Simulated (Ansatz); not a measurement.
methyl formate (C2H4O2), SMILES O(C)C=O.

Geometry: ωB97X-D3(BJ)/def2-SVP. Other conformers were not sampled.

Two levels are set side by side: PBE/def2-SVPD (Ansatz, a first-principles code) and CAM-B3LYP/def2-SVPD (Ansatz). Energy differences of separate SCF runs at the same geometry; the states with an electron removed or added have multiplicity 2 and 2. Differences are taken from unrounded values.

```csv
quantity,CAM-B3LYP,PBE,PBE minus CAM-B3LYP
vertical ionisation energy (eV),11.20,10.90,-0.30
vertical singlet–triplet gap (eV),5.31,5.38,0.07
```
